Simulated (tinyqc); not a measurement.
Inside a calculation. Method: CCD on RHF in the sto-3g basis, frozen core, for BH2+, spin multiplicity 1. One step of it, computed by the program tinyqc.

Question. Iteration 1: diagonalisation and new density. Diagonalise F' = X^T F X, C = X C', fill 3 alpha and 3 beta electrons from the bottom; D = 2 C_occ C_occ^T. Each column has its largest component positive (the first on a tie).

Fock matrix F (hartree), order 1B 1s, 1B 2s, 1B 2px, 1B 2py, 1B 2pz, 2H 1s, 3H 1s:
```
[[-7.901128, -2.313850, 0.000000, 0.000000, 0.024546, -0.472974, -0.472974],
 [-2.313850, -1.358761, 0.000000, 0.000000, -0.152411, -0.652824, -0.652824],
 [0.000000, 0.000000, -0.138809, 0.000000, 0.000000, 0.000000, 0.000000],
 [0.000000, 0.000000, 0.000000, -0.621916, 0.000000, -0.464055, 0.464055],
 [0.024546, -0.152411, 0.000000, 0.000000, -0.262902, -0.265398, -0.265398],
 [-0.472974, -0.652824, 0.000000, -0.464055, -0.265398, -0.633206, -0.156533],
 [-0.472974, -0.652824, 0.000000, 0.464055, -0.265398, -0.156533, -0.633206]]
```

X, order 1B 1s, 1B 2s, 1B 2px, 1B 2py, 1B 2pz, 2H 1s, 3H 1s:
```
[[1.031726, -0.164187, 0.000000, 0.000000, -0.012001, 0.027053, 0.027053],
 [-0.164187, 1.238115, 0.000000, 0.000000, 0.109617, -0.298260, -0.298260],
 [0.000000, 0.000000, 1.000000, 0.000000, 0.000000, 0.000000, 0.000000],
 [0.000000, 0.000000, 0.000000, 1.167431, 0.000000, -0.270841, 0.270841],
 [-0.012001, 0.109617, 0.000000, 0.000000, 1.057397, -0.156838, -0.156838],
 [0.027053, -0.298260, 0.000000, -0.270841, -0.156838, 1.213307, -0.012129],
 [0.027053, -0.298260, 0.000000, 0.270841, -0.156838, -0.012129, 1.213307]]
```

Give: F' = X^T F X; orbital energies; coefficients C; D after iteration 1.

Answer.

F' = X^T F X (hartree):
```
[[-7.7064, -1.1984, 0.0000, 0.0000, 0.0192, -0.0409, -0.0409],
 [-1.1984, -0.6347, 0.0000, 0.0000, 0.0110, -0.3771, -0.3771],
 [0.0000, 0.0000, -0.1388, 0.0000, 0.0000, 0.0000, 0.0000],
 [0.0000, 0.0000, 0.0000, -0.3306, 0.0000, -0.3771, 0.3771],
 [0.0192, 0.0110, 0.0000, 0.0000, -0.1627, -0.2107, -0.2107],
 [-0.0409, -0.3771, 0.0000, -0.3771, -0.2107, -0.2384, -0.0475],
 [-0.0409, -0.3771, 0.0000, 0.3771, -0.2107, -0.0475, -0.2384]]
```

orbital energies (hartree): [-7.9067, -0.9321, -0.7987, -0.2399, -0.1388, 0.2771, 0.2889]

coefficients C, order 1B 1s, 1B 2s, 1B 2px, 1B 2py, 1B 2pz, 2H 1s, 3H 1s:
```
[[0.9914, -0.2201, 0.0000, 0.1618, 0.0000, 0.0000, -0.1884],
 [0.0328, 0.6139, 0.0000, -0.6211, 0.0000, 0.0000, 0.9930],
 [0.0000, 0.0000, 0.0000, 0.0000, 1.0000, 0.0000, 0.0000],
 [0.0000, 0.0000, 0.6248, 0.0000, 0.0000, 1.0579, 0.0000],
 [-0.0001, 0.1955, 0.0000, 0.7879, 0.0000, 0.0000, 0.7214],
 [-0.0059, 0.3224, 0.3680, 0.1918, 0.0000, -0.8299, -0.8336],
 [-0.0059, 0.3224, -0.3680, 0.1918, 0.0000, 0.8299, -0.8336]]
```

D after iteration 1, order 1B 1s, 1B 2s, 1B 2px, 1B 2py, 1B 2pz, 2H 1s, 3H 1s:
```
[[2.0627, -0.2052, 0.0000, 0.0000, -0.0863, -0.1536, -0.1536],
 [-0.2052, 0.7559, 0.0000, 0.0000, 0.2401, 0.3955, 0.3955],
 [0.0000, 0.0000, 0.0000, 0.0000, 0.0000, 0.0000, 0.0000],
 [0.0000, 0.0000, 0.0000, 0.7807, 0.0000, 0.4598, -0.4598],
 [-0.0863, 0.2401, 0.0000, 0.0000, 0.0765, 0.1261, 0.1261],
 [-0.1536, 0.3955, 0.0000, 0.4598, 0.1261, 0.4789, -0.0628],
 [-0.1536, 0.3955, 0.0000, -0.4598, 0.1261, -0.0628, 0.4789]]
```
